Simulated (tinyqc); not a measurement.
Ways to converge the cycle: SCF convergence aids in the sto-6g basis, for H3O+, spin multiplicity 1. Computed by the program tinyqc with PySCF. 

Geometry (angstrom):
```
atom        x        y       z
O      0.0000   0.0000  0.2250
H      1.2520   0.0000  0.0000
H     -0.6260   1.0850  0.0000
H     -0.6260  -1.0850  0.0000
```

lowest restricted solution found by these runs and by PySCF = -75.878033 hartree

RHF with one setting changed at a time; a run stops when the energy changes by less than 1e-09 hartree and the error matrix is below 1e-5. The start is random orbitals. Damping d keeps d of the old density; a shift (hartree) raises the virtual levels; DIIS n extrapolates F over n matrices.

Largest element of the error matrix X^T (FDS - SDF) X:
```
iteration    plain  damping 0.3  damping 0.6  shift 0.4   DIIS 3   DIIS 8
1          1.2e+01      1.2e+01      1.2e+01    1.2e+01  1.2e+01  1.2e+01
2          5.4e-01      3.5e+00      7.1e+00    4.7e-01  5.4e-01  5.4e-01
3          4.9e-01      1.0e+00      4.2e+00    2.2e-01  4.9e-01  4.9e-01
4          2.5e-01      3.1e-01      2.5e+00    7.8e-02  4.7e-02  4.7e-02
5          1.0e-01      8.9e-02      1.5e+00    4.6e-02  2.2e-02  2.2e-02
6          5.2e-02      3.0e-02      8.9e-01    3.4e-02  6.7e-03  7.3e-03
8          9.3e-03      1.6e-02      3.2e-01    1.8e-02  5.2e-04  1.1e-04
10         1.7e-03      7.4e-03      1.1e-01    8.8e-03  4.8e-05  3.8e-06
14         1.3e-04      1.6e-03      1.5e-02    2.1e-03        -        -
20               -      1.6e-04      4.8e-03    2.4e-04        -        -
30               -            -      6.5e-04          -        -        -
45               -            -      3.2e-05          -        -        -
```

How each run ends:
```
run          iterations  E (hartree)         state
plain                19   -75.878033  lowest found
damping 0.3          28   -75.878033  lowest found
damping 0.6          51   -75.878033  lowest found
shift 0.4            29   -75.878033  lowest found
DIIS 3               13   -75.878033  lowest found
DIIS 8               10   -75.878033  lowest found
```

6 of 6 runs reach the lowest restricted solution found, in 10 to 51 iterations (fastest: DIIS 8). Plain steps already contract here, so damping only slows them. DIIS 3 and DIIS 8 gain by cancelling the error over several earlier matrices, much as a quasi-Newton step does.
